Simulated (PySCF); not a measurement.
## How the method changes the constants of OF

State: ²Π (doublet), unpaired electrons π ↑. Set-up: O def2-SVPD, F def2-SVPD; no relativity (PySCF 2.14). De refers to O + F in their high-spin ground configurations, without counterpoise correction. The functionals are run spin-unrestricted. A positive dipole means O(−)F(+). Levels whose curve was spin-contaminated or gave no clean fit are not listed.

```tsv
Level	Re (Å)	ωe (cm⁻¹)	De (eV)	μ (D)
UHF-CCSD	1.356	1046	1.60	n/a
UHF-CCSD(T)	1.366	1021	1.79	n/a
PBE	1.356	1080	3.05	0.19
revPBE	1.364	1058	2.72	0.16
BLYP	1.375	1037	2.87	0.13
r²SCAN	1.347	1106	2.46	0.07
B3LYP	1.345	1111	2.35	0.04
PBE0	1.327	1160	2.27	0.07
LC-ωPBE	1.319	1206	2.41	0.13
```

Q: Which functional lies closest to UHF-CCSD(T) in De, which farthest, and by how much do they differ from it?

A: Closest is PBE0 (-3.9 pm in Re, +13.6 % in ωe, +0.48 eV in De against UHF-CCSD(T) in the same basis), farthest PBE (-1.0 pm in Re, +5.8 % in ωe, +1.26 eV in De). CCSD(T) converges more slowly with the basis than the functionals do and binds too weakly in this one, so the order can change at the basis-set limit.

Q: What does a quarter of exact exchange do here, going from PBE to PBE0?

A: PBE0 less PBE: -2.9 pm in Re, +7.4 % in ωe, -0.78 eV in De. Exact exchange removes part of the self-interaction that spreads semilocal densities, and in most molecules shortens and stiffens the bond and lowers De; so it does here.

Q: What does the step from GGA to meta-GGA do here, going from PBE to r²SCAN?

A: r²SCAN less PBE: -0.9 pm in Re, +2.4 % in ωe, -0.59 eV in De. 

Correlated steps freeze 2 core orbitals. Correlated levels converge slowly with the basis: in double zeta they bind strong bonds too weakly, by up to about 1 eV, and carry superposition errors of some tenths. The state is the lowest determinant that a PBE0 search found; another state may lie lower at other levels.
